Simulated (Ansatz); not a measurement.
A calculation with Ansatz (development build ahead of 0.2.0).

```yaml
crystal:
  periodic: [false, false, false]
  atoms:
    - { symbol: P, position_ang: [0.0, 0.0, 0.0] }
    - { symbol: H, position_ang: [1.16199, 0.0, 0.67087] }
    - { symbol: H, position_ang: [-1.24472, 0.0, 0.71864] }
basis:
  gaussian: { orbitals: "6-31G" }
magnetization:
  initial_magnetization: 1
hamiltonian:
  xc: hf
correlation:
  method: fci
  frozen_orbitals: { H: 0, P: 5 }
```

The input is written out in the form of the current development build from the run's settings.

Results

| Quantity | Value |
| --- | --- |
| Converged | yes |
| Total energy | -341.85438 hartree |
| State | lowest doublet root, of any spatial symmetry |
